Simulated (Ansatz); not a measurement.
Input file:

```yaml
crystal:
  periodic: [false, false, false]
  atoms:
    - {symbol: C, position_ang: [0.000000, 0.000000, 0.000000]}
    - {symbol: C, position_ang: [0.000000, 0.000000, 1.246204]}
basis:
  gaussian: {orbitals: cc-pVDZ}
total_charge: 1
magnetization: {spin_polarized: false, initial_magnetization: 1}
correlation: {method: fci, electrons: outside_noble_gas}
```

```sh
$ ansatz run in.yaml --threads 2 --pin off --events-out ev --progress --plain --max-ram 24576MiB --backend cuda --devices 0, --max-vram 18GiB
```

The program prints:

```
491 factors; integrals over basis functions are off by at most 2.0e-7 eV
mean field evaluation 1: about -2040.0102 eV, gradient 6.7e0 eV
mean field evaluation 2: about -2040.0169 eV, gradient 6.7e0 eV
mean field evaluation 4: about -2040.1281 eV, gradient 3.5e-1 eV
mean field evaluation 8: about -2040.1287 eV, gradient 1.2e-6 eV
mean field evaluation 16: about -2040.4793 eV, gradient 8.7e-2 eV
mean field evaluation 32: about -2040.7276 eV, gradient 1.0e-1 eV
mean field evaluation 64: about -2040.3252 eV, gradient 9.4e-7 eV
mean field evaluation 96: about -2040.1287 eV, gradient 1.2e-5 eV
mean field evaluation 128: about -2040.1428 eV, gradient 9.4e0 eV
mean field evaluation 160: about -2040.7277 eV, gradient 1.5e-6 eV
mean field evaluation 192: about -2040.1287 eV, gradient 1.6e-3 eV
mean field -2040.72767141 eV, -74.9953586694 hartree, gradient 1.1e-6 eV, S^2 0.750000; 18 other end points of the search recorded, 0 dependent functions left out
mean field evaluation 224: about -2043.5336 eV, gradient 1.2e-2 eV
determinant -2040.53430191 eV, -74.9882524713 hartree, with singles and doubles -2046.27824568 eV, -75.1993385117 hartree
determinant -2040.32520281 eV, -74.9805682211 hartree, with singles and doubles -2045.14178733 eV, -75.1575744376 hartree
determinant -2040.12870950 eV, -74.9733472251 hartree, with singles and doubles -2047.72438415 eV, -75.2524831200 hartree
determinant -2040.12870950 eV, -74.9733472251 hartree, with singles and doubles -2047.72872896 eV, -75.2526427890 hartree
unrestricted determinant -2043.53358046 eV, -75.0984739252 hartree, S^2 2.0473
2 core orbitals not correlated: weight in the atoms' cores, before any rotation towards them, 1.000 or more for the frozen orbitals, at most 0.000 for the correlated occupied ones
reference -2040.53430191 eV, -74.9882524713 hartree; 4, 3 occupied and 22, 23 virtual orbitals, 491 factors
state -2048.41381454 eV, -75.2778192195 hartree
2 core orbitals not correlated: weight in the atoms' cores, before any rotation towards them, 1.000 or more for the frozen orbitals, at most 0.000 for the correlated occupied ones
state -2048.41524615 eV, -75.2778718301 hartree
Total energy: -2048.41524615 eV, -75.2778718301 hartree
```

Natural occupations: 1.9654 1.8660 1.5884 0.9604 0.3904 0.1176 0.0527 0.0148 0.0061 0.0060 0.0053 0.0047 0.0038 0.0033 0.0029 0.0023 0.0022 0.0019 0.0016 0.0015 0.0013 0.0008 0.0003 0.0003.

Ran on 2 threads of AMD EPYC 7R13 with a shared H100 80 GB, shared host: 55 s wall, 0.8 GiB peak host memory.
